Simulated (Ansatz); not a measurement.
`FCSS` and `CSS` differ in one atom or group.

Ansatz, PBE0-D4/def2-TZVP geometries, multiplicity 1. Each molecule was computed in one conformer, which needn't be the lowest.

```json
{"property": "ideal-gas entropy at 298 K and 1 bar (rigid rotor, harmonic PBE0-D4/def2-TZVP) / J/(mol·K)", "`FCSS`": "313"}
{"property": "HOMO energy (B3LYP/def2-TZVPP) / eV", "`FCSS`": "-7.27"}
{"property": "size of the dipole moment (B3LYP/def2-TZVPP) / D", "`FCSS`": "0.77"}
{"property": "LUMO energy (PBE0/def2-TZVPP) / eV", "`FCSS`": "-0.85"}
{"property": "LUMO energy (B3LYP/def2-TZVPP) / eV", "`FCSS`": "-1.10"}
{"property": "zero-point energy (PBE0-D4/def2-TZVP) / kJ/mol", "`FCSS`": "108.6"}
```

Problem. What does the change do to each property? (Estimate.)

Solution. Computed: 
```json
{"property": "ideal-gas entropy at 298 K and 1 bar (rigid rotor, harmonic PBE0-D4/def2-TZVP) / J/(mol·K)", "`CSS`": "294", "shift": "-19"}
{"property": "HOMO energy (B3LYP/def2-TZVPP) / eV", "`CSS`": "-6.70", "shift": "0.57"}
{"property": "size of the dipole moment (B3LYP/def2-TZVPP) / D", "`CSS`": "1.72", "shift": "0.95"}
{"property": "LUMO energy (PBE0/def2-TZVPP) / eV", "`CSS`": "-0.49", "shift": "0.36"}
{"property": "LUMO energy (B3LYP/def2-TZVPP) / eV", "`CSS`": "-0.74", "shift": "0.36"}
{"property": "zero-point energy (PBE0-D4/def2-TZVP) / kJ/mol", "`CSS`": "126.2", "shift": "17.6"}
```

With PBE0 the HOMO rises by 0.58 eV and the LUMO rises by 0.36 eV, so the gap narrows by about 0.22 eV. PBE moves the HOMO by 0.59 eV and ωB97M-V by 0.57 eV. Dipoles are sizes alone; their direction can turn.

B3LYP here is the variant with VWN-RPA as its local correlation; programs differ in this.
